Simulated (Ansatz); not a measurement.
```yaml
crystal:
  periodic: [false, false, false]
  atoms:
    - {symbol: Cl, position_ang: [-0.515728, 0.684224, 2.534304]}
    - {symbol: C, position_ang: [-0.199891, 0.232847, 0.939600]}
    - {symbol: C, position_ang: [0.574679, 0.615754, -0.074853]}
    - {symbol: C, position_ang: [-0.062647, -0.516333, -0.828453]}
    - {symbol: O, position_ang: [-0.853569, -0.822873, 0.371921]}
    - {symbol: H, position_ang: [1.309682, 1.374615, -0.268648]}
    - {symbol: H, position_ang: [0.570059, -1.369281, -1.078481]}
    - {symbol: H, position_ang: [-0.730385, -0.256054, -1.651091]}
basis:
  gaussian: {orbitals: def2-mTZVP, nuclear_model: gaussian}
magnetization: {spin_polarized: true, initial_magnetization: 2}
hamiltonian: {xc: {name: r2SCAN50}}
```

```sh
$ ansatz run in.yaml --threads 2 --pin off --events-out ev --progress --plain --max-ram 4352MiB
```

It prints (some lines left out):

```
Functional definition: r2SCAN50
1029 factors; integrals over basis functions are off by at most 1.1e-3 eV
mean field evaluation 1: about -17715.0074 eV, gradient 3.1e1 eV
mean field evaluation 2: about -17715.2263 eV, gradient 3.3e1 eV
mean field evaluation 4: about -17720.0886 eV, gradient 3.0e0 eV
mean field evaluation 8: about -17720.2229 eV, gradient 3.8e-1 eV
mean field evaluation 16: about -17720.2249 eV, gradient 7.0e-4 eV
mean field -17720.22491969 eV, -651.2062545988 hartree, gradient 3.9e-5 eV, S^2 2.016172; 0 other end points of the search recorded, 0 dependent functions left out
reference -17720.22492653 eV, -651.2062548502 hartree; 24, 22 occupied and 88, 90 virtual orbitals, 1029 factors
Total energy: -17720.22492653 eV, -651.2062548502 hartree
```

It took 15 s on 2 threads of an Intel Xeon on a shared host, with 0.41 GiB of host memory at the peak.
